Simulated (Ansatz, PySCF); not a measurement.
System: HO2, charge 0, doublet. HO2 (SMILES O[O], doublet).
B3LYP-D3(BJ)/def2-TZVP minimum from Ansatz (a first-principles code):
```xyz
3

O      0.0587     0.7153    -0.0516
O      0.0423    -0.6096    -0.0011
H     -0.8076    -0.8455     0.4215
```
Charge 0, spin multiplicity 2.

Total energies in hartree (Ansatz). Open shells are spin-unrestricted; no spin-orbit coupling. Cores are frozen in correlated methods. No relativity. Where a partner has so few electrons that a lower coupled-cluster level is exact, that level stands in.

| species | HF/cc-pVTZ | CCSD(T)/cc-pVTZ | HF/cc-pVQZ | CCSD(T)/cc-pVQZ | CCSDT(Q)/cc-pVTZ |
|---|---|---|---|---|---|
| 1: HO2 (SMILES [O]O, doublet) | -150.23645 | -150.71256 | -150.24851 | -150.75980 | -150.71431 |
| 2: O (triplet) | -74.81176 | -74.97396 | -74.81729 | -74.99357 | -74.97430 |
| 3: H (doublet) | -0.49981 | -0.49981 | -0.49995 | -0.49995 | -0.49981 |

**Question.** Work out the enthalpy of formation at 298 K (by atomisation, with ideal-gas terms from PySCF's Hessian at B3LYP-D3(BJ)/def2-TZVP and the atoms' measured values of the G2/97 table; no spin-orbit terms) in kcal/mol: take Hartree-Fock from cc-pVQZ, extrapolate the CCSD(T) correlation energy as X^-3 (X = 3, 4), and add CCSDT(Q) - CCSD(T) in cc-pVTZ. The further terms named in the bracket sum to +0.28321 hartree. 1 hartree = 627.51 kcal/mol.

**Answer.** 
Species 1: correlation (64·(-0.51129) - 27·(-0.47611))/37 = -0.53696; step -0.00175; E1 = -150.24851 + (-0.53696) + (-0.00175) = -150.78722
Species 2: correlation (64·(-0.17628) - 27·(-0.16220))/37 = -0.18655; step -0.00034; E2 = -74.81729 + (-0.18655) + (-0.00034) = -75.00418
Species 3: correlation (64·(0.00000) - 27·(0.00000))/37 = 0.00000; step +0.00000; E3 = -0.49995 + (0.00000) + (+0.00000) = -0.49995
+1·E1 -2·E2 -1·E3 +0.28321 = 0.00430 hartree = 2.7 kcal/mol. Measured: 2.9 kcal/mol, 12.3 kJ/mol (Active Thermochemical Tables 1.112 (ions: stationary electron), as tabulated in the package chemicals); atomic spin-orbit terms, which the calculations lack, would raise the computed values. The composite differs from it by -0.2 kcal/mol; core, relativistic and spin-orbit terms are not in it.
